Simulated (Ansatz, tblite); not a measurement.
**SiHMe2(SiH3) (C2H10Si2): charged states by level of theory**

What does removing or adding an electron cost or gain for SiHMe2(SiH3) (C2H10Si2)? Each charged state is run at several levels.

Program: Ansatz 0.2.0, Gaussian basis. Level of theory: as each input shows. These are calculated values, not measurements.

Plan: charge +1 doublet, at the geometry of the singlet (PBE0-D4/def2-TZVP, PBE-D4/def2-TZVP, r2SCAN-D4/def2-TZVP, CCSD(T)/def2-TZVP); charge -1 doublet, at the geometry of the singlet (PBE0-D4/def2-TZVPD, PBE-D4/def2-TZVPD, r2SCAN-D4/def2-TZVPD); the starting singlet's energies come from earlier runs.

## 1. The geometry

The geometry is that of the singlet, from an earlier relaxation (PBE-D4/def2-SVP).

14 atoms, charge 0, spin multiplicity 1.

Atoms are counted from 1 here; the program's logs count them from 0.

Bond lengths: Si1–H2 1.511 Å, Si1–C3 1.896 Å, Si1–C7 1.896 Å, Si1–Si11 2.357 Å, C3–H4 1.109 Å, C3–H5 1.110 Å, C3–H6 1.109 Å, C7–H8 1.109 Å, C7–H9 1.109 Å, C7–H10 1.110 Å, Si11–H12 1.508 Å, Si11–H13 1.510 Å, Si11–H14 1.508 Å. Angles: H2–Si1–C3 109.1°, H2–Si1–C7 109.0°, H2–Si1–Si11 108.0°, C3–Si1–C7 110.9°, C3–Si1–Si11 109.8°, C7–Si1–Si11 109.9°, Si1–C3–H4 111.2°, Si1–C3–H5 110.6°, Si1–C3–H6 110.8°, H4–C3–H5 108.0°, H4–C3–H6 108.0°, H5–C3–H6 108.1°, Si1–C7–H8 111.1°, Si1–C7–H9 110.9°, Si1–C7–H10 110.6°, H8–C7–H9 108.0°, H8–C7–H10 108.0°, H9–C7–H10 108.0° and more.

Coordinates:

```
Si    0.08296    0.14351    0.54872
H     0.07795    0.13544    2.05956
C     1.87675    0.12799   -0.06649
H     2.42146   -0.76272    0.30711
H     2.41780    1.03179    0.28225
H     1.91308    0.11193   -1.17495
C    -0.83023    1.68826   -0.06458
H    -1.87111    1.71471    0.31693
H    -0.87055    1.71088   -1.17275
H    -0.31549    2.60909    0.27945
Si   -1.03399   -1.79492   -0.19266
H    -0.40393   -3.04649    0.36445
H    -0.97788   -1.88480   -1.69848
H    -2.48682   -1.78466    0.21145
```

## 2. Charge +1 doublet at the fixed geometry, first pass, PBE0-D4/def2-SVP

in.yaml reads:

```yaml
crystal:
  periodic: [false, false, false]
  atoms:
    - {symbol: Si, position_ang: [0.082956, 0.143510, 0.548718]}
    - {symbol: H, position_ang: [0.077947, 0.135443, 2.059559]}
    - {symbol: C, position_ang: [1.876745, 0.127986, -0.066495]}
    - {symbol: H, position_ang: [2.421463, -0.762717, 0.307106]}
    - {symbol: H, position_ang: [2.417798, 1.031787, 0.282254]}
    - {symbol: H, position_ang: [1.913079, 0.111932, -1.174954]}
    - {symbol: C, position_ang: [-0.830235, 1.688255, -0.064576]}
    - {symbol: H, position_ang: [-1.871107, 1.714708, 0.316930]}
    - {symbol: H, position_ang: [-0.870550, 1.710883, -1.172752]}
    - {symbol: H, position_ang: [-0.315485, 2.609092, 0.279447]}
    - {symbol: Si, position_ang: [-1.033986, -1.794919, -0.192661]}
    - {symbol: H, position_ang: [-0.403930, -3.046486, 0.364452]}
    - {symbol: H, position_ang: [-0.977881, -1.884801, -1.698479]}
    - {symbol: H, position_ang: [-2.486816, -1.784663, 0.211453]}
basis:
  gaussian: {orbitals: def2-SVP}
total_charge: 1
magnetization: {spin_polarized: true, initial_magnetization: 1}
hamiltonian: {xc: pbe0, dispersion: d4}
output: {orbitals: {seedname: orbitals}}
```

Run with:

```bash
ansatz run in.yaml --threads 4 --pin off --events-out ev --progress --plain --max-ram 3916MiB
```

Standard output:

```text
Functional definition: PBE0
  name "PBE0"
  cite "Adamo & Barone, J. Chem. Phys. 110, 6158 (1999) doi:10.1063/1.478522"
  cite "Perdew, Burke & Ernzerhof, Phys. Rev. Lett. 77, 3865 (1996) doi:10.1103/PhysRevLett.77.3865"
  parent pbe
  parameter a = 0.25
  parameter kappa = 0.804
  parameter beta = 0.06672455060314922
  exchange = (1 - a)*pbe_x(kappa = kappa, mu = beta*pi^2/3) + a*exact_x
  correlation = pbe_c(beta = beta)
1149 factors; integrals over basis functions are off by at most 1.3e-3 eV
mean field evaluation 1: about -17955.0337 eV, gradient 4.9e1 eV
mean field evaluation 2: about -17942.7807 eV, gradient 6.1e1 eV
mean field evaluation 4: about -17966.8728 eV, gradient 2.4e0 eV
mean field evaluation 8: about -17967.0443 eV, gradient 3.3e-1 eV
mean field evaluation 16: about -17967.0491 eV, gradient 1.1e-2 eV
mean field evaluation 32: about -17967.0256 eV, gradient 1.5e0 eV
mean field -17967.04905740 eV, -660.2768743562 hartree, gradient 1.9e-5 eV, S^2 0.752656; 4 other end points of the search recorded, 0 dependent functions left out
reference -17967.04908777 eV, -660.2768754724 hartree; 25, 24 occupied and 89, 90 virtual orbitals, 1149 factors
Total energy: -17967.26270111 eV, -660.2847256177 hartree
```

Wall time 8.5 s (4 threads of Intel Xeon at 2.50GHz, shared host).

From the report: HOMO -13.99 eV, LUMO -11.60 eV (over both spins); ⟨S²⟩ 0.753 (pure: 0.75).

## 3. Charge +1 doublet at the fixed geometry, PBE0-D4/def2-TZVP

start.molden holds the orbitals of an earlier run on this state, given as this run's starting guess.

Changes to in.yaml since step 2:

```diff
@@ -18,3 +18,3 @@
 basis:
-  gaussian: {orbitals: def2-SVP}
+  gaussian: {orbitals: def2-TZVP, initial_orbitals: start.molden}
 total_charge: 1
@@ -22,2 +22,3 @@
 hamiltonian: {xc: pbe0, dispersion: d4}
+scf: {omitted_lower_state_checks: [starts]}
 output: {orbitals: {seedname: orbitals}}
```

Same command.

Standard output:

```text
Functional definition: PBE0
  name "PBE0"
  cite "Adamo & Barone, J. Chem. Phys. 110, 6158 (1999) doi:10.1063/1.478522"
  cite "Perdew, Burke & Ernzerhof, Phys. Rev. Lett. 77, 3865 (1996) doi:10.1103/PhysRevLett.77.3865"
  parent pbe
  parameter a = 0.25
  parameter kappa = 0.804
  parameter beta = 0.06672455060314922
  exchange = (1 - a)*pbe_x(kappa = kappa, mu = beta*pi^2/3) + a*exact_x
  correlation = pbe_c(beta = beta)
these checks for a lower state are left out or cut short: starts
1336 factors; their error is unknown
mean field evaluation 1: about -17972.7129 eV, gradient 7.6e1 eV
mean field evaluation 2: about -17974.9037 eV, gradient 2.4e0 eV
mean field evaluation 4: about -17974.9886 eV, gradient 2.2e-1 eV
mean field evaluation 8: about -17974.9888 eV, gradient 1.1e-5 eV
mean field -17974.98879135 eV, -660.5686541971 hartree, gradient 1.1e-5 eV, S^2 0.753346; 0 other end points of the search recorded, 0 dependent functions left out
reference -17974.98883036 eV, -660.5686556309 hartree; 25, 24 occupied and 171, 172 virtual orbitals, 1336 factors
Total energy: -17975.20244370 eV, -660.5765057761 hartree
Checks for a lower state left out: starts
```

Run time: 11 s. Hardware: 4 threads of Intel Xeon at 2.50GHz, shared host; peak memory 0.61 GiB.

From the report: HOMO -13.91 eV, LUMO -11.47 eV (over both spins); ⟨S²⟩ 0.753 (pure: 0.75).

## 4. Charge +1 doublet at the fixed geometry, PBE-D4/def2-TZVP

Changes to in.yaml since step 3:

```diff
@@ -21,3 +21,3 @@
 magnetization: {spin_polarized: true, initial_magnetization: 1}
-hamiltonian: {xc: pbe0, dispersion: d4}
+hamiltonian: {xc: pbe, dispersion: d4}
 scf: {omitted_lower_state_checks: [starts]}
```

Same command.

Standard output:

```text
Functional definition: PBE
  name "PBE"
  cite "Perdew, Burke & Ernzerhof, Phys. Rev. Lett. 77, 3865 (1996) doi:10.1103/PhysRevLett.77.3865"
  parent pbe
  parameter kappa = 0.804
  parameter beta = 0.06672455060314922
  exchange = pbe_x(kappa = kappa, mu = beta*pi^2/3)
  correlation = pbe_c(beta = beta)
these checks for a lower state are left out or cut short: starts
1304 factors; their error is unknown
mean field evaluation 1: about -17972.9377 eV, gradient 7.3e0 eV
mean field evaluation 2: about -17973.0520 eV, gradient 1.5e-1 eV
mean field evaluation 4: about -17973.0170 eV, gradient 2.2e-3 eV
mean field -17973.01699912 eV, -660.4961921691 hartree, gradient 3.1e-5 eV, S^2 0.752013; 0 other end points of the search recorded, 0 dependent functions left out
reference -17973.01705111 eV, -660.4961940798 hartree; 25, 24 occupied and 171, 172 virtual orbitals, 1304 factors
Total energy: -17973.26657392 eV, -660.5053638739 hartree
Checks for a lower state left out: starts
```

It took 7 s on 4 threads of Intel Xeon at 2.50GHz, shared host.

From the report: HOMO -12.71 eV, LUMO -12.16 eV (over both spins); ⟨S²⟩ 0.752 (pure: 0.75).

## 5. Charge +1 doublet at the fixed geometry, r2SCAN-D4/def2-TZVP

Changes to in.yaml since step 4:

```diff
@@ -21,3 +21,3 @@
 magnetization: {spin_polarized: true, initial_magnetization: 1}
-hamiltonian: {xc: pbe, dispersion: d4}
+hamiltonian: {xc: r2scan, dispersion: d4}
 scf: {omitted_lower_state_checks: [starts]}
```

The command is unchanged.

Standard output:

```text
Functional definition: r2SCAN
  name "r2SCAN"
  cite "Furness, Kaplan, Ning, Perdew & Sun, J. Phys. Chem. Lett. 11, 8208 (2020) doi:10.1021/acs.jpclett.0c02405"
  cite "Furness, Kaplan, Ning, Perdew & Sun, J. Phys. Chem. Lett. 11, 9248 (2020) doi:10.1021/acs.jpclett.0c03077"
  parent r2scan
  parameter k0 = 0.174
  parameter k1 = 0.065
  parameter a1 = 4.9479
  exchange = r2scan_x(k0 = k0, k1 = k1, a1 = a1)
  correlation = r2scan_c
these checks for a lower state are left out or cut short: starts
1304 factors; their error is unknown
mean field evaluation 1: about -17981.6300 eV, gradient 4.7e0 eV
mean field evaluation 2: about -17981.6710 eV, gradient 6.5e-2 eV
mean field evaluation 4: about -17981.6407 eV, gradient 7.4e-4 eV
mean field -17981.64071249 eV, -660.8131077902 hartree, gradient 2.7e-5 eV, S^2 0.754801; 0 other end points of the search recorded, 0 dependent functions left out
reference -17981.64073049 eV, -660.8131084517 hartree; 25, 24 occupied and 171, 172 virtual orbitals, 1304 factors
Total energy: -17981.70393204 eV, -660.8154310657 hartree
Checks for a lower state left out: starts
```

Wall time 11 s (4 threads of Intel Xeon at 2.50GHz, shared host).

HOMO -12.98 eV, LUMO -12.03 eV (over both spins); ⟨S²⟩ 0.755 (pure: 0.75).

## 6. Charge +1 doublet at the fixed geometry, CCSD(T)/def2-TZVP

Changes to in.yaml since step 5:

```diff
@@ -21,4 +21,4 @@
 magnetization: {spin_polarized: true, initial_magnetization: 1}
-hamiltonian: {xc: r2scan, dispersion: d4}
-scf: {omitted_lower_state_checks: [starts]}
+correlation: {method: ccsd_t}
+scf: {omitted_lower_state_checks: [starts, cluster_reference]}
 output: {orbitals: {seedname: orbitals}}
```

Launched as before.

Standard output, shortened:

```text
Functional definition: HF
  name "HF"
  cite "Fock, Z. Phys. 61, 126 (1930) doi:10.1007/BF01340294"
  parent pbe
[...]
1335 factors; integrals over basis functions are off by at most 1.4e-3 eV
[...]
mean field -17936.35186324 eV, -659.1487732782 hartree, gradient 1.8e-6 eV, S^2 0.758671; 0 other end points of the search recorded, 0 dependent functions left out
12 core orbitals not correlated: weight in the atoms' cores, before any rotation towards them, 1.000 or more for the frozen orbitals, at most 0.000 for the correlated occupied ones
reference -17936.35186324 eV, -659.1487732782 hartree; 13, 12 occupied and 171, 172 virtual orbitals, 1335 factors
second order -15.28028935 eV of doubles, -0.00000000 eV of singles
cycle   1  -16.63244824 eV  change    -1.4e0 eV  update   1.0e-1
[...]
cycle  13  -17.27918589 eV  change   -1.8e-5 eV  update   2.1e-5
perturbative correction -0.63844833 eV, -0.0234625433 hartree
Total energy: -17954.26949746 eV, -659.8072341907 hartree
Checks for a lower state left out: starts, cluster_reference
```

It took 8 min on 4 threads of Intel Xeon at 2.50GHz, shared host; peak memory 2.8 GiB.

Report: Hartree-Fock HOMO -16.80 eV, LUMO -7.81 eV (over both spins); ⟨S²⟩ 0.759 (pure: 0.75); T1 0.016.

## 7. Vertical ionisation energy

Charged state less starting state, singlet to doublet; the starting state's energies are those of its earlier runs.

Differences are taken before rounding.

| method | vertical ionisation energy (eV) | from CCSD(T)/def2-TZVP (eV) | time |
| --- | --- | --- | --- |
| HF/def2-TZVP | 9.10 | -0.70 |  |
| PBE-D4/def2-TZVP | 9.47 | -0.33 | 13 s |
| r2SCAN-D4/def2-TZVP | 9.56 | -0.25 | 19 s |
| PBE0-D4/def2-TZVP | 9.67 | -0.13 | 16 s |
| MP2/def2-TZVP | 9.80 | 0.00 |  |
| CCSD/def2-TZVP | 9.80 | -0.01 |  |
| CCSD(T)/def2-TZVP | 9.80 | 0 | 9 min |

Times add the two runs; a level without a time comes out of a correlated run.

Beside −ε(HOMO) of the starting state:

| level | −ε(HOMO) (eV) | by difference (eV) | mismatch (eV) |
| --- | --- | --- | --- |
| PBE-D4/def2-TZVP | 6.64 | 9.47 | -2.84 |
| r2SCAN-D4/def2-TZVP | 6.88 | 9.56 | -2.67 |
| PBE0-D4/def2-TZVP | 7.75 | 9.67 | -1.92 |

## 8. Charge -1 doublet at the fixed geometry, first pass, PBE0-D4/def2-SVP

Changes to in.yaml since step 6:

```diff
@@ -18,7 +18,6 @@
 basis:
-  gaussian: {orbitals: def2-TZVP, initial_orbitals: start.molden}
-total_charge: 1
+  gaussian: {orbitals: def2-SVP}
+total_charge: -1
 magnetization: {spin_polarized: true, initial_magnetization: 1}
-correlation: {method: ccsd_t}
-scf: {omitted_lower_state_checks: [starts, cluster_reference]}
+hamiltonian: {xc: pbe0, dispersion: d4}
 output: {orbitals: {seedname: orbitals}}
```

Launched as before.

Standard output, shortened:

```text
Functional definition: PBE0
  name "PBE0"
  cite "Adamo & Barone, J. Chem. Phys. 110, 6158 (1999) doi:10.1063/1.478522"
  cite "Perdew, Burke & Ernzerhof, Phys. Rev. Lett. 77, 3865 (1996) doi:10.1103/PhysRevLett.77.3865"
  parent pbe
[...]
1149 factors; integrals over basis functions are off by at most 1.3e-3 eV
[...]
mean field -17974.51800955 eV, -660.5513532850 hartree, gradient 3.6e-6 eV, S^2 0.751526; 12 other end points of the search recorded, 0 dependent functions left out
reference -17974.51804863 eV, -660.5513547212 hartree; 26, 25 occupied and 88, 89 virtual orbitals, 1149 factors
Total energy: -17974.81337399 eV, -660.5622077282 hartree
```

Wall time 30 s (4 threads of Intel Xeon at 2.50GHz, shared host).

From the report: HOMO 3.82 eV, LUMO 5.28 eV (over both spins); ⟨S²⟩ 0.752 (pure: 0.75); the next solution that the search met lies 0.033 eV higher. Doubts: highest occupied level lies above zero.

## 9. Charge -1 doublet at the fixed geometry, PBE0-D4/def2-TZVPD

Changes to in.yaml since step 8:

```diff
@@ -18,3 +18,3 @@
 basis:
-  gaussian: {orbitals: def2-SVP}
+  gaussian: {orbitals: def2-TZVPD, initial_orbitals: start.molden}
 total_charge: -1
@@ -22,2 +22,3 @@
 hamiltonian: {xc: pbe0, dispersion: d4}
+scf: {omitted_lower_state_checks: [starts]}
 output: {orbitals: {seedname: orbitals}}
```

The command is unchanged.

Standard output, shortened:

```text
Functional definition: PBE0
  name "PBE0"
  cite "Adamo & Barone, J. Chem. Phys. 110, 6158 (1999) doi:10.1063/1.478522"
  cite "Perdew, Burke & Ernzerhof, Phys. Rev. Lett. 77, 3865 (1996) doi:10.1103/PhysRevLett.77.3865"
  parent pbe
[...]
1450 factors; their error is unknown
[...]
mean field -17983.51398508 eV, -660.8819492882 hartree, gradient 4.8e-6 eV, S^2 0.750516; 0 other end points of the search recorded, 0 dependent functions left out
reference -17983.51403433 eV, -660.8819510982 hartree; 26, 25 occupied and 224, 225 virtual orbitals, 1450 factors
Total energy: -17983.80935970 eV, -660.8928041052 hartree
Checks for a lower state left out: starts
```

It took 37 s on 4 threads of Intel Xeon at 2.50GHz, shared host; peak memory 1.2 GiB.

Report: HOMO 2.20 eV, LUMO 3.23 eV (over both spins); ⟨S²⟩ 0.751 (pure: 0.75). Doubts: highest occupied level lies above zero.

## 10. Charge -1 doublet at the fixed geometry, PBE-D4/def2-TZVPD

Changes to in.yaml since step 9:

```diff
@@ -21,3 +21,3 @@
 magnetization: {spin_polarized: true, initial_magnetization: 1}
-hamiltonian: {xc: pbe0, dispersion: d4}
+hamiltonian: {xc: pbe, dispersion: d4}
 scf: {omitted_lower_state_checks: [starts]}
```

Same command.

Standard output:

```text
Functional definition: PBE
  name "PBE"
  cite "Perdew, Burke & Ernzerhof, Phys. Rev. Lett. 77, 3865 (1996) doi:10.1103/PhysRevLett.77.3865"
  parent pbe
  parameter kappa = 0.804
  parameter beta = 0.06672455060314922
  exchange = pbe_x(kappa = kappa, mu = beta*pi^2/3)
  correlation = pbe_c(beta = beta)
these checks for a lower state are left out or cut short: starts
1408 factors; their error is unknown
mean field evaluation 1: about -17981.4550 eV, gradient 7.3e0 eV
mean field evaluation 2: about -17981.5599 eV, gradient 1.5e-1 eV
mean field evaluation 4: about -17981.5171 eV, gradient 1.1e-2 eV
mean field evaluation 8: about -17981.5171 eV, gradient 2.6e-5 eV
mean field evaluation 16: about -17981.5171 eV, gradient 4.8e-6 eV
mean field -17981.51706107 eV, -660.8085636842 hartree, gradient 4.8e-6 eV, S^2 0.750376; 0 other end points of the search recorded, 0 dependent functions left out
reference -17981.51712588 eV, -660.8085660661 hartree; 26, 25 occupied and 224, 225 virtual orbitals, 1408 factors
Total energy: -17981.86159678 eV, -660.8212251380 hartree
Checks for a lower state left out: starts
```

Wall time 19 s (4 threads of Intel Xeon at 2.50GHz, shared host).

From the report: HOMO 2.47 eV, LUMO 2.77 eV (over both spins); ⟨S²⟩ 0.750 (pure: 0.75). Doubts: highest occupied level lies above zero.

## 11. Charge -1 doublet at the fixed geometry, r2SCAN-D4/def2-TZVPD

Changes to in.yaml since step 10:

```diff
@@ -21,3 +21,3 @@
 magnetization: {spin_polarized: true, initial_magnetization: 1}
-hamiltonian: {xc: pbe, dispersion: d4}
+hamiltonian: {xc: r2scan, dispersion: d4}
 scf: {omitted_lower_state_checks: [starts]}
```

Same command.

Standard output:

```text
Functional definition: r2SCAN
  name "r2SCAN"
  cite "Furness, Kaplan, Ning, Perdew & Sun, J. Phys. Chem. Lett. 11, 8208 (2020) doi:10.1021/acs.jpclett.0c02405"
  cite "Furness, Kaplan, Ning, Perdew & Sun, J. Phys. Chem. Lett. 11, 9248 (2020) doi:10.1021/acs.jpclett.0c03077"
  parent r2scan
  parameter k0 = 0.174
  parameter k1 = 0.065
  parameter a1 = 4.9479
  exchange = r2scan_x(k0 = k0, k1 = k1, a1 = a1)
  correlation = r2scan_c
these checks for a lower state are left out or cut short: starts
1408 factors; their error is unknown
mean field evaluation 1: about -17990.0828 eV, gradient 4.8e0 eV
mean field evaluation 2: about -17990.1263 eV, gradient 7.8e-2 eV
mean field evaluation 4: about -17990.0872 eV, gradient 9.0e-3 eV
mean field evaluation 8: about -17990.0872 eV, gradient 2.6e-5 eV
mean field -17990.08717775 eV, -661.1235096632 hartree, gradient 9.4e-6 eV, S^2 0.751211; 0 other end points of the search recorded, 0 dependent functions left out
reference -17990.08720619 eV, -661.1235107084 hartree; 26, 25 occupied and 224, 225 virtual orbitals, 1408 factors
Total energy: -17990.17792550 eV, -661.1268445817 hartree
Checks for a lower state left out: starts
```

Wall time 34 s (4 threads of Intel Xeon at 2.50GHz, shared host); peak memory 0.59 GiB.

From the report: HOMO 2.47 eV, LUMO 2.88 eV (over both spins); ⟨S²⟩ 0.751 (pure: 0.75). Doubts: highest occupied level lies above zero.

## 12. Vertical electron affinity

Starting state less charged state (positive: the electron is bound), singlet to doublet; the starting state's energies are those of its earlier runs.

| level | vertical electron affinity (eV) | time |
| --- | --- | --- |
| PBE-D4/def2-TZVPD | -0.90 | 27 s |
| r2SCAN-D4/def2-TZVPD | -1.10 | 44 s |
| PBE0-D4/def2-TZVPD | -1.08 | 46 s |

Times add the two runs; a level without a time comes out of a correlated run.

Beside −ε(LUMO) of the starting state:

| level | −ε(LUMO) (eV) | by difference (eV) | mismatch (eV) |
| --- | --- | --- | --- |
| PBE-D4/def2-TZVPD | 0.68 | -0.90 | +1.58 |
| r2SCAN-D4/def2-TZVPD | 0.24 | -1.10 | +1.34 |
| PBE0-D4/def2-TZVPD | -0.03 | -1.08 | +1.06 |

## 13. Results

| quantity | value |
| --- | --- |
| vertical ionisation energy, functionals in def2-TZVP | 9.47 (PBE-D4) to 9.67 eV (PBE0-D4) |
| vertical ionisation energy, CCSD(T)/def2-TZVP | 9.80 eV |
| vertical electron affinity, functionals in def2-TZVPD | -1.10 (r2SCAN-D4) to -0.90 eV (PBE-D4) |

The vertical ionisation energy spans 9.47 to 9.67 eV over the functionals, beside 9.80 eV from CCSD(T)/def2-TZVP. −ε(HOMO) misses the level's own difference by -1.92 eV at best (PBE0-D4) and -2.84 eV at worst (PBE-D4). The reference is CCSD(T) in one finite basis, so it carries an error of its own, often a tenth of an eV or more, and near misses can't be ranked. The vertical electron affinity spans -1.10 to -0.90 eV over the functionals. A negative affinity means an unbound electron, held by the basis alone. −ε(LUMO) misses the level's own difference by +1.06 eV at best (PBE0-D4) and +1.58 eV at worst (PBE-D4).
